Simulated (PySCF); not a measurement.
## Al: ionisation energy

Al [Ne] 3s2 3p1 (2P) → Al+ [Ne] 3s2 (1S), as a difference of total energies. Computed with PySCF 2.14 in pcseg-2 (5s4p2d1f, 34 functions), with the non-relativistic Hamiltonian (point nucleus). Correlated levels: valence: [Ne] frozen. The calculations carry no spin-orbit coupling.

| method | ionisation energy (eV) |
| --- | --- |
| UHF | 5.557 |
| PBE0 | 6.084 |
| r2SCAN | 6.163 |
| SCS-MP2 (valence) | 5.665 |
| CCSD(T) (valence) | 5.733 |

Problem. Estimate what CCSD (valence) gives.

Solution. 5.714 eV, closest to CCSD(T) (valence) among the rows shown.

Problem. Estimate what MP2 (valence) gives.

Solution. 5.684 eV, closest to SCS-MP2 (valence) among the rows shown.

Errors of the correlated levels include the incompleteness of this basis and the frozen core.

For comparison: 5.977 eV (measured; NIST levels, between the centres of gravity of the two terms).
